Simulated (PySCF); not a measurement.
# methallyl cyanide (C₅H₇N): NMR shifts and spin-spin couplings

Wanted: the NMR shifts and spin-spin couplings of methallyl cyanide (C₅H₇N) (`C=C(C)CC#N`), by calculation.

The runs use PySCF 2.14.0, with density-fitted response routines of our own; the level of theory stands in each step. All values are computed, except where a source is named. Atoms are numbered from 0 throughout.

## (1) The molecule as given

13 atoms, charge 0, multiplicity 1; geometry from: GFN2-xTB.

Bonds of the start (Å): C0–C1 1.32, C1–C2 1.50, C1–C3 1.51, C3–C4 1.44, C4–N5 1.14, C0–H6 1.08, C0–H7 1.08, C2–H8 1.09, C2–H9 1.09, C2–H10 1.09, C3–H11 1.10, C3–H12 1.09.

## (2) Nuclear shieldings: PBE0/pcSseg-1

The job: settings as JSON, then the geometry in Å.

```
{"job": {"kind": "nmr", "xc": "PBE0", "basis": "pcSseg-1"}, "charge": 0, "multiplicity": 1}
C     -0.956703     1.418422     0.087015
C     -0.347510     0.260927    -0.102643
C     -0.998062    -1.065414     0.134610
C      1.089301     0.190348    -0.570476
C      1.922383    -0.348909     0.476020
N      2.564384    -0.780299     1.317501
H     -1.979158     1.468243     0.419553
H     -0.465939     2.362309    -0.080754
H     -2.012686    -0.940186     0.502233
H     -0.425841    -1.636277     0.866037
H     -1.029107    -1.645931    -0.787882
H      1.172088    -0.465575    -1.443501
H      1.462463     1.182828    -0.835442
```

Method: GIAO PBE0/pcSseg-1 NMR shielding, non-relativistic, gas phase.

**Question.** This job is followed by: B3LYP/pcJ-1 indirect spin-spin coupling, non-relativistic, gas phase. What will the session give for the following? 13C shifts against TMS (PBE0/pcSseg-1); 1H shifts against TMS (PBE0/pcSseg-1, means over atoms taken as alike); 15N shifts against NH3 (PBE0/pcSseg-1); largest coupling of the table (B3LYP/pcJ-1).

The runs gave:

| quantity | value |
| --- | --- |
| 13C shifts against TMS (PBE0/pcSseg-1) | 146.1, 122.6, 122.0, 27.8, 24.6 ppm |
| 1H shifts against TMS (PBE0/pcSseg-1, means over atoms taken as alike) | 5.35, 5.28, 2.90, 2.08 ppm |
| 15N shifts against NH3 (PBE0/pcSseg-1) | 300.5 ppm |
| largest coupling of the table (B3LYP/pcJ-1) | 1J(C,H) C0–H6, 164.8 Hz |

**Reading.** The most deshielded carbon is C1 (fully substituted alkene carbon), at 146.1 ppm: an sp2 carbon of a C=C bond. At PBE0/pcSseg-1: The widest tensor belongs to N5: span 501 ppm, with a paramagnetic part of -373 ppm. In the run at B3LYP/pcJ-1, the largest coupling of the table is C0–H6, 164.8 Hz, of which the Fermi-contact term gives 163.7 Hz. Couplings across rotatable bonds belong to this one conformer; where others are populated, the observed values are averages.
